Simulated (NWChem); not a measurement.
All runs are NWChem calculations. System: CH₂O, charge 1, spin multiplicity 2, at the geometry of a parent with another charge or spin, in a state set for the comparison that need not be this species' ground state. Its SCF solution wasn't tested for a lower state. Level: UMP2/def2-TZVPD, 2 core orbitals frozen.

The NWChem input:

```
start mol
memory heap 200 mb stack 800 mb global 1000 mb
charge 1
geometry units angstroms nocenter noautoz
  C      0.000000     0.000000     0.522802
  O      0.000000     0.000000    -0.673269
  H     -0.944428     0.000000     1.124670
  H      0.944428     0.000000     1.124670
  symmetry group C2v
end
basis spherical
  * library def2-tzvpd
end
scf
  uhf
  nopen 1
  maxiter 100
  thresh 1e-7
  semidirect memsize 60000000 filesize 0
  # guess.movecs holds the orbitals of an unrestricted PBE0 run
  vectors input guess.movecs output mol.movecs
end
mp2
  freeze core 2
end
task mp2 energy
```

NWChem printed:

```
             Northwest Computational Chemistry Package (NWChem) 7.3.0
             --------------------------------------------------------

                                NWChem Input Module
                                -------------------

 Scaling coordinates for geometry "geometry" by  1.889725989
 (inverse scale =  0.529177249)

 Turning off AUTOSYM since
 SYMMETRY directive was detected!

                             Geometry "geometry" -> ""
                             -------------------------

 Output coordinates in angstroms (scale by  1.889725989 to convert to a.u.)

  No.       Tag          Charge          X              Y              Z
 ---- ---------------- ---------- -------------- -------------- --------------
    1 C                    6.0000     0.00000000     0.00000000     0.52280200
    2 O                    8.0000     0.00000000     0.00000000    -0.67326900
    3 H                    1.0000    -0.94442800     0.00000000     1.12467000
    4 H                    1.0000     0.94442800     0.00000000     1.12467000

 Effective nuclear repulsion energy (a.u.)      31.3560320609

            Nuclear Dipole moment (a.u.)
            ----------------------------
        X                 Y               Z
 ---------------- ---------------- ----------------
     0.0000000000     0.0000000000     0.0000000000

      Symmetry information
      --------------------

 Group name             C2v
 Group number             16
 Group order               4
 No. of unique centers     3

      Symmetry unique atoms

     1    2    3


 Summary of "ao basis" -> "" (spherical)
 ------------------------------------------------------------------------------
       Tag                 Description            Shells   Functions and Types
 ---------------- ------------------------------  ------  ---------------------
 *                         def2-tzvpd                 on all atoms

 Summary of "ao basis" -> "ao basis" (spherical)
 ------------------------------------------------------------------------------
       Tag                 Description            Shells   Functions and Types
 ---------------- ------------------------------  ------  ---------------------
 C                         def2-tzvpd               13       37   6s3p3d1f
 O                         def2-tzvpd               14       40   6s4p3d1f
 H                         def2-tzvpd                5        9   3s2p

                                 NWChem SCF Module
                                 -----------------

  ao basis        = "ao basis"
  functions       =    95
  atoms           =     4
  alpha electrons =     8
  beta  electrons =     7
  charge          =   1.00
  wavefunction    = UHF
  use symmetry    = T
  symmetry adapt  = T

 Summary of "ao basis" -> "ao basis" (spherical)
 ------------------------------------------------------------------------------
       Tag                 Description            Shells   Functions and Types
 ---------------- ------------------------------  ------  ---------------------
 C                         def2-tzvpd               13       37   6s3p3d1f
 O                         def2-tzvpd               14       40   6s4p3d1f
 H                         def2-tzvpd                5        9   3s2p

      Symmetry analysis of basis
      --------------------------

        a1         42
        a2         10
        b1         24
        b2         19

 Forming initial guess at       0.1s

   Symmetry analysis of molecular orbitals - initial alpha
[...]
    2 O    8     4.49   0.40  0.59  0.33  0.51  0.14  0.01  1.14  1.11  0.26  0.00  0.00  0.02 -0.00  0.00
    3 H    1     0.38   0.13  0.24 -0.01  0.01 -0.00
    4 H    1     0.38   0.13  0.24 -0.01  0.01 -0.00

   Mulliken analysis of the beta density
   -------------------------------------

    Atom       Charge   Shell Charges
 -----------   ------   -------------------------------------------------------
    1 C    6     3.00   0.43  0.56  0.28  0.35  0.05  0.00  0.63  0.60  0.07  0.01  0.02 -0.01  0.01
    2 O    8     3.43   0.40  0.59  0.30  0.48  0.16  0.01  0.62  0.66  0.19  0.00  0.00  0.02  0.00  0.00
    3 H    1     0.28   0.10  0.17  0.00  0.01 -0.00
    4 H    1     0.28   0.10  0.17  0.00  0.01 -0.00

   Mulliken analysis of the spin density
   -------------------------------------

    Atom       Charge   Shell Charges
 -----------   ------   -------------------------------------------------------
    1 C    6    -0.25  -0.00  0.00 -0.02 -0.04  0.02 -0.00 -0.10 -0.13 -0.01  0.01  0.02  0.01  0.00
    2 O    8     1.06   0.00 -0.00  0.03  0.03 -0.03 -0.00  0.52  0.45  0.07  0.00 -0.00 -0.00 -0.00 -0.00
    3 H    1     0.09   0.03  0.07 -0.01 -0.00  0.00
    4 H    1     0.09   0.03  0.07 -0.01 -0.00  0.00

       Multipole analysis of the density wrt the origin
       ------------------------------------------------

     L   x y z        total         alpha         beta         nuclear
     -   - - -        -----         -----         ----         -------
     0   0 0 0      1.000000     -8.000000     -7.000000     16.000000

     1   1 0 0     -0.000000     -0.000000     -0.000000      0.000000
     1   0 1 0      0.000000      0.000000      0.000000      0.000000
     1   0 0 1      1.225958      1.096163      0.129795      0.000000

     2   2 0 0     -5.373009     -6.608480     -5.134909      6.370381
     2   1 1 0     -0.000000     -0.000000     -0.000000      0.000000
     2   1 0 1      0.000000      0.000000      0.000000      0.000000
     2   0 2 0     -7.193473     -3.635216     -3.558257      0.000000
     2   0 1 1      0.000000     -0.000000      0.000000      0.000000
     2   0 0 2     -4.610991    -17.590598    -14.860504     27.840110

                   NWChem MP2 Semi-direct Energy/Gradient Module
                   ---------------------------------------------

  Basis functions       =     95
  Molecular orbitals    =     95
  Frozen core           =      2
  Frozen virtuals       =      0
  Active alpha occupied =      6
  Active beta occupied  =      5
  Active alpha virtual  =     87
  Active beta virtual   =     88
  Use MO symmetry       = T
  Use skeleton AO sym   = T

  AO/Fock/Back tols     =   1.0D-09  1.0D-09  1.0D-09

 GA uses MA = F    GA memory limited = T

 Available:
  local mem=  1.15D+08
 global mem=  1.31D+08
 local disk=  0.00D+00
  mp2_memr nvloc                    87
  nvloc new                    87
   1 passes of   6:        5242880                      44500                   8106824.
   1 passes of   6: M    114683831           G      131053950           F     109440951.

 Semi-direct pass number   1 of   1  for UHF alpha       at        3.8s
  vrange nnbf                  4559
  mp2_eaftype                    30  avail_ma_in_mb                   999
 EAF : mp2_eaftype filesize          30    4053412.
  mp2_eaf for mointskh                     30
Node 0 wrote     19.0 Mb in      0.0 s     Agg I/O rate:  1686.9 Mb/s
 Done moints_semi at        7.2s
  mp2_eaftype                    30  avail_ma_in_mb                   969
 EAF : mp2_eaftype filesize          30    4053412.
  mp2_eaf for kh                    30
 Done maket at        7.3s
 Done multipass loop at        7.3s

 GA uses MA = F    GA memory limited = T

 Available:
  local mem=  1.15D+08
 global mem=  1.31D+08
 local disk=  0.00D+00
  mp2_memr nvloc                    88
  nvloc new                    88
   1 passes of   5:        5242880                      40402                   6835775.
   1 passes of   5: M    114683831           G      131053950           F     109440951.

 Semi-direct pass number   1 of   1  for UHF beta        at        7.4s
  vrange nnbf                  4559
  mp2_eaftype                    26  avail_ma_in_mb                   999
 EAF : mp2_eaftype filesize          26    3417887.
  mp2_eaf for mointskh                     26
Node 0 wrote     16.0 Mb in      0.0 s     Agg I/O rate:  2037.6 Mb/s
 Done moints_semi at       10.2s
  mp2_eaftype                    26  avail_ma_in_mb                   973
 EAF : mp2_eaftype filesize          26    3417887.
  mp2_eaf for kh                    26
 Done maket at       10.3s
 Done multipass loop at       10.3s

          -------------------------------------------
          SCF energy                -113.568615894317
          Correlation energy          -0.323859222561
          Singlet pairs                0.000000000000
          Triplet pairs                0.000000000000
          Total MP2 energy          -113.892475116878
          -------------------------------------------

          ---------------------------------------------------
                    Spin Component Scaled (SCS) MP2
          Same spin pairs                     -0.076108950065
          Same spin scaling factor             0.333333333333
          Opposite spin pairs                 -0.247750272496
          Opposite spin scaling fact.          1.200000000000
          SCS-MP2 correlation energy          -0.322669977017
          Total SCS-MP2 energy              -113.891285871333
          ---------------------------------------------------

 -----------------------
 Performance information
 -----------------------

 Timer overhead =  1.94D-07 seconds/call

               Nr. of calls         CPU time (s)                 Wall time (s)                GFlops
             ---------------    -------------------     ------------------------------   -------------------
Name         Min   Avg   Max    Min     Avg     Max     Min     Avg     Max   Mx/calls   Min     Max     Sum
mp2: moin     2     2     2    6.1     6.1     6.1      6.1     6.1     6.1     3.1      0.0     0.0     0.0
mp2: make     2     2     2   0.32    0.32    0.32     0.32    0.32    0.32    0.16      0.0     0.0     0.0
mp2: tota     1     1     1    6.6     6.6     6.6      6.6     6.6     6.6     6.6      0.0     0.0     0.0

 The average no. of pstat calls per process was 5.00D+00
 with a timing overhead of 9.71D-07s

 Task  times  cpu:       10.3s     wall:       10.3s

 Total times  cpu:       10.3s     wall:       10.3s
```
